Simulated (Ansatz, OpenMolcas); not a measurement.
A ladder of methods for CS (carbon monosulfide)

CS: 2 atoms, total charge 0, spin state singlet. SMILES: `[C-]#[S+]`. Geometry: the measured bond length.

```xyz
2

C     0.0000    0.0000    0.0000
S     0.0000    0.0000    1.5349
```

Each level gives the energy change with the C1–S2 bond stretched from 1.535 to 3.070 Å (eV). The values are calculated.

```json
{"level": "HF/STO-3G (unrestricted)", "kind": "Hartree–Fock", "program": "OpenMolcas", "value (eV)": "5.64", "less FCI/STO-3G": "-1.11", "CPU time (all runs)": "4.2 s"}
{"level": "SVWN5/STO-3G (restricted)", "kind": "LDA", "program": "Ansatz", "value (eV)": "10.07", "less FCI/STO-3G": "+3.32", "CPU time (all runs)": "0.68 s"}
{"level": "BLYP/STO-3G (restricted)", "kind": "GGA", "program": "Ansatz", "value (eV)": "9.19", "less FCI/STO-3G": "+2.44", "CPU time (all runs)": "1.1 s"}
{"level": "r2SCAN/STO-3G (restricted)", "kind": "meta-GGA", "program": "OpenMolcas", "value (eV)": "10.38", "less FCI/STO-3G": "+3.63", "CPU time (all runs)": "8.6 s"}
{"level": "RPA@PBE/STO-3G (restricted)", "kind": "RPA", "program": "Ansatz", "value (eV)": "7.09", "less FCI/STO-3G": "+0.34", "CPU time (all runs)": "1.7 s"}
{"level": "MP2/STO-3G (unrestricted)", "kind": "perturbation theory", "program": "Ansatz", "value (eV)": "6.83", "less FCI/STO-3G": "+0.08", "CPU time (all runs)": "0.42 s"}
{"level": "CCSD/STO-3G (restricted)", "kind": "coupled cluster or CI", "program": "Ansatz", "value (eV)": "10.45", "less FCI/STO-3G": "+3.70", "CPU time (all runs)": "0.48 s"}
{"level": "FCI/STO-3G", "kind": "exact in the basis", "program": "Ansatz", "value (eV)": "6.75", "less FCI/STO-3G": "0.00", "CPU time (all runs)": "0.7 s"}
```

FCI/STO-3G is exact within its basis and frozen core, so for wave-function methods in that basis the difference is their error; functionals converge differently with the basis, so for them it is only a difference. The first shape isn't each level's own minimum. The values span 5.64 to 10.45 eV. Spin contamination of the reference (⟨S²⟩ at least 0.1 too high) touches HF/STO-3G, MP2/STO-3G. All rows use very small basis sets, so even the best lies far from the true value. CPU times are rough (shared hosts, several kinds of processor): they show what a rung costs within a factor of a few.
